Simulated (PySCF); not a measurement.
Molecule: `C=CC(=O)F`, C3H3FO.

Bonds (- single, = double, # triple, : aromatic): C1=C2 1.335 Å, C2-C3 1.475 Å, C3=O4 1.186 Å, C3-F5 1.340 Å. C1 carries H6, H7; C2 carries H8. H6 is cis to C3; H7 is trans to C3.

Spin–spin couplings on one PBE0-D3(BJ)/def2-SVP geometry, PySCF, gas phase, non-relativistic, equivalent pairs averaged; isotopes 1H; functional B3LYP.

Reference values (Hz): 3J(H8,H7) = 10.7 (measured; solution (compiled); Pretsch, Buehlmann, Badertscher, Structure Determination of Organic Compounds, 4th ed., Springer 2009); 3J(H8,H6) = 17.3 (measured; solution (compiled); Pretsch, Buehlmann, Badertscher, Structure Determination of Organic Compounds, 4th ed., Springer 2009); 2J(H6,H7) = 0.8 (measured; solution (compiled); Pretsch, Buehlmann, Badertscher, Structure Determination of Organic Compounds, 4th ed., Springer 2009).

How do the couplings (Hz) change with the basis set? Times are CPU seconds on 1 thread of an Arm Neoverse V1, shared host. Far from the basis limit: pcJ-0, 6-31G*, def2-TZVP, cc-pVTZ.

## Answers


```tsv
basis set	functions	3J(H8,H7)	3J(H8,H6)	2J(H6,H7)	mean abs. error	core-s
pcJ-0	74	10.3	17.6	0.9	0.3	5.6
6-31G*	76	10.0	16.0	-0.2	0.9	6.2
def2-TZVP	173	9.1	15.9	3.2	1.8	18
cc-pVTZ	192	9.1	15.6	3.1	1.9	20
aug-cc-pVTZ-J	290	12.0	19.5	3.2	2.0	38
pcJ-2	327	11.9	19.5	3.2	2.0	47
```

Errors compare magnitudes, without vibrational corrections, and the largest couplings weigh most in the mean. Closest: pcJ-0; furthest: aug-cc-pVTZ-J.

The Fermi-contact term samples the wavefunction at the nucleus, which is why sets with added tight s functions (names with J) are made for couplings. Agreement of an ordinary basis with the reference is then largely a cancellation of errors.
